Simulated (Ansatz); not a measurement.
# B2SiH+ (triplet): wave-function methods side by side, cc-pVTZ

The task here is to estimate one member of a computed series from the others.

The runs use Ansatz 0.2.0, Gaussian basis; cc-pVTZ, core rule «outside noble gas», up to 7 orbitals frozen.

The runs, in order: UHF; CCSD(T) on ROHF; CCSD(T) on UHF; BCCD(T) on ROHF; CCSDT(Q) on ROHF; CCSDT(Q) on UHF.

5 further runs of the same task are left out: 5 set aside as unsound or not needed.

## What is computed

The geometry is a PBE0/def2-TZVP stationary point (not a proven minimum) of the parent state, kept for this charge and spin.

4 atoms, charge 1, spin multiplicity 3.

Atoms are counted from 1 here; the program's logs count them from 0.

Bond lengths: B1–B2 1.555 Å, B1–H4 1.178 Å, B2–Si3 1.975 Å. Angles: B2–B1–H4 180.0°, B1–B2–Si3 180.0°.

The first run:

in.yaml

```yaml
crystal:
  periodic: [false, false, false]
  atoms:
    - {symbol: B, position_ang: [0.000000, 0.000000, -0.976964]}
    - {symbol: B, position_ang: [0.000000, 0.000000, 0.578505]}
    - {symbol: Si, position_ang: [0.000000, 0.000000, 2.553858]}
    - {symbol: H, position_ang: [0.000000, 0.000000, -2.155400]}
basis:
  gaussian: {orbitals: cc-pVTZ}
total_charge: 1
magnetization: {spin_polarized: true, initial_magnetization: 2}
hamiltonian: {xc: hf}
output: {orbitals: {seedname: orbitals}}
```

Launch:

```sh
ansatz run in.yaml --threads 1 --pin off --events-out ev --progress --plain --max-ram 4096MiB --backend cpu
```

Among the steps run: UHF; CCSD(T) on ROHF; CCSD(T) on UHF; BCCD(T) on ROHF; CCSDT(Q) on ROHF; CCSDT(Q) on UHF.

One table of the session follows, with a row left open; its other results are not shown here.

It belongs to the step «Misses and costs». 

```
   method  from RCCSDT(Q) (kcal/mol)
     ROHF                    +165.35
      UHF                    +163.03
     RMP2                     +33.87
     UMP2                     +34.51
    RCCSD                      +9.37
    UCCSD                      +9.30
 RCCSD(T)                      +1.90
 UCCSD(T)                      +1.93
  BCCD(T)                      +1.86
   RCCSDT                          ?
   UCCSDT                      +0.51
RCCSDT(Q)                          0
UCCSDT(Q)                      -0.03
```

Q: Estimate the row for RCCSDT from the others.

The run gave: from RCCSDT(Q) (kcal/mol): +0.52. In the column «from RCCSDT(Q) (kcal/mol)» it lies between UCCSDT (+0.51) and BCCD(T) (+1.86).

Caveats from the session: Restricted and unrestricted rows rest on different reference determinants; where their highest levels disagree by more than a few hundredths of an eV, they describe different states and don't form one ladder.
